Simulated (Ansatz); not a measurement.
A made-up structure of SiH₅SO (charge +1), closed shell:

```
8
angstrom
Si -0.6335 0.4636 -0.5461
O 0.6301 0.1336 0.3365
S 0.2339 -0.9966 1.3656
H -0.9704 -0.7720 -1.4659
H 0.2047 1.5267 -1.1605
H -1.7154 0.8074 0.5499
H 1.4697 0.7368 0.4942
H 0.7808 -1.8995 0.4264
```

It is relaxed with PBE-D4/def2-SVP and then PBE0-D4/def2-TZVP (Ansatz 0.2.0). Atoms count as bonded within 1.22 times the sum of their covalent radii (H–H: 0.88 Å). The end point is not checked to be a true minimum.

(1) Does its bonding change? (A judgement: the text doesn't fix the answer.)

Answers

(1) By the calculation: Yes. Formed: none; broken: Si1–S3.

Where it ends: The first stage lowers the energy by 2.24 eV in 9 steps. It ends as SiH₅SO ([SiH3][OH][SH]), total charge +1:
```
8
angstrom
Si -0.7255 0.6279 -0.6556
O 0.6430 0.0378 0.3787
S 0.4449 -1.2535 1.5075
H -1.0066 -0.5593 -1.4747
H -0.0438 1.7479 -1.3260
H -1.7598 0.9906 0.3242
H 1.4310 0.5796 0.5451
H 1.0169 -2.1711 0.7009
```

Labels in which every atom is bracketed show which atoms are joined, not bond orders.

For scale, one of the runs: PBE0-D4/def2-TZVP relaxation, 135 basis functions, launched by `ansatz run in.yaml --threads 2 --pin off --events-out ev --progress --plain --max-ram 4352MiB`. Hardware: 2 CPU threads of an Arm Neoverse V1, shared host. Wall time about 27 s.
